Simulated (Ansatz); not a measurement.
Basis-set extrapolation for C$_{2}$H$_{2}$OS (PBE0-D4/def2-TZVP geometry, frozen core, Ansatz 0.2.0). Multiplicity 1, RHF reference.

```json
{"": "HF", "def2-TZVPP": "-549.212120", "def2-QZVPP": "-549.230015"}
{"": "MP2 correlation", "def2-TZVPP": "-0.707547", "def2-QZVPP": "-0.761218"}
{"": "CCSD(T) correlation", "def2-TZVPP": "-0.773658", "def2-QZVPP": "not run"}
```

Energies in hartree. Use E(X) = E(∞) + A·exp(−7.88·√X) for Hartree–Fock and E(X) = E(∞) + B·X^(−2.97) for correlation, with X = 3 and 4, and add CCSD(T) minus MP2 of the smaller set to the MP2 limit.

Q: What is the CCSD(T) energy at the basis-set limit?

A: HF limit: -549.230015 + (-0.017895) × 0.13774 = -549.23248. MP2 limit: -0.761218 + (-0.053671) × 0.74074 = -0.80097. Higher-order term: -0.773658 − (-0.707547) = -0.06611. Total: -550.09956 hartree, 71.4 kcal/mol below CCSD(T)/def2-TZVPP.
